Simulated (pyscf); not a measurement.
PySCF, gas phase, ωB97X-D3(BJ)/def2-SVP geometries.

**Question.** Estimate the classical barrier height and the reaction energy of F–SiH₃ + H₃C–SiH₃ -> H₃Si–CH₂–SiH₃ + HF at ωB97M-D3(BJ)/def2-TZVP. The step runs on the singlet surface, breaks F–Si, C–H and forms C–Si, F–H; take the separated reactants as zero.

**Answer.** ΔE‡ = 66.2 kcal/mol, ΔE = +31.0 kcal/mol. Zero-point energy shifts the barrier by -1.1 kcal/mol. It is a four-centre exchange, with an imaginary mode of 1015i cm⁻¹. This is the saddle that the search found; another between the same sides may lie lower.
